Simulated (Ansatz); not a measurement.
```yaml
crystal:
  periodic: [false, false, false]
  atoms:
    - {symbol: C, position_ang: [-0.389210, -0.686383, -0.359484]}
    - {symbol: Br, position_ang: [1.427785, -0.729962, 0.032432]}
    - {symbol: Br, position_ang: [-1.357688, 0.853544, 0.024758]}
    - {symbol: H, position_ang: [-0.919055, -1.617878, -0.249997]}
basis:
  gaussian: {orbitals: def2-TZVP}
magnetization: {spin_polarized: true, initial_magnetization: 1}
hamiltonian: {xc: pbe0}
relax: {f_tol: 0.004, max_steps: 80}
```

```sh
$ ansatz run in.yaml --threads 1 --pin off --events-out ev --progress --plain --max-ram 2176MiB
```

Steps of the relaxation (energy above the last step; positions in Å, forces in eV/Å):

```
4
step 1, 6.5 meV
C    -0.389   -0.686   -0.359    0.173    0.306    0.189
Br    1.428   -0.730    0.032   -0.133   -0.038   -0.077
Br   -1.358    0.854    0.025    0.036   -0.134   -0.076
H    -0.919   -1.618   -0.250   -0.077   -0.135   -0.036
```

```
4
step 2, 1.8 meV
C    -0.385   -0.679   -0.319    0.030    0.053    0.052
Br    1.438   -0.740    0.021   -0.184    0.038   -0.024
Br   -1.371    0.857    0.013    0.126   -0.139   -0.023
H    -0.920   -1.619   -0.267    0.027    0.048   -0.004
```

```
4
step 3, 1.1 meV
C    -0.384   -0.678   -0.316   -0.108   -0.189   -0.023
Br    1.425   -0.735    0.020    0.152    0.006    0.021
Br   -1.361    0.849    0.012   -0.073    0.134    0.021
H    -0.919   -1.617   -0.268    0.028    0.049   -0.019
```

```
4
step 5, 0.0 meV
C    -0.387   -0.681   -0.310   -0.002   -0.004   -0.007
Br    1.430   -0.733    0.018    0.006    0.000    0.002
Br   -1.362    0.854    0.011   -0.003    0.005    0.002
H    -0.920   -1.620   -0.272   -0.001   -0.001    0.002
```

```
4
step 6, 0.0 meV
C    -0.386   -0.681   -0.315    0.001    0.001    0.008
Br    1.430   -0.733    0.020    0.002   -0.001   -0.002
Br   -1.362    0.854    0.012   -0.002    0.001   -0.002
H    -0.920   -1.619   -0.269   -0.001   -0.001   -0.003
```

```
4
step 7, 0.0 meV
C    -0.387   -0.681   -0.312   -0.001   -0.001    0.000
Br    1.430   -0.733    0.019    0.000   -0.001    0.000
Br   -1.362    0.854    0.011    0.000    0.000    0.000
H    -0.920   -1.620   -0.271    0.001    0.002    0.000
```

Close pairs at the end: C1–H4 1.080 Å, C1–Br3 1.848 Å, C1–Br2 1.848 Å, Br2–Br3 3.212 Å.

A stationary point of unrestricted PBE0 after 7 steps, with ⟨S²⟩ = 0.756 against 0.75 for a pure state; no frequencies were run, so it isn't proven a minimum. 83 s on 1 thread of Arm Neoverse V2, shared host.
